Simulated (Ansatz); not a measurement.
Results of PBE0 (plane waves, PAW; Ansatz, an electronic-structure program) for CsCl-type TlCl.

Numerical settings: plane-wave cutoff 460 eV, 8×8×8 k mesh, Fermi–Dirac smearing 0.01 eV, scalar-relativistic PAW data made under PBE.

The cell has the measured lattice: a = b = c = 3.842 Å, α = β = γ = 90.00°.

Problem. Give the computed band gap and direct gap at Γ.

Solution. 
band gap: 3.49 eV (on the SCF k mesh)
direct gap at Γ: 11.36 eV

Note: cell and atoms aren't relaxed at this level (pressure 0.7 GPa).

Spin–orbit coupling is not included; with these elements it can move the gap by several tenths of an eV or more.

Computed values are for the static lattice.

Cost on a shared machine: about 2.7 core-minutes (a rough figure).
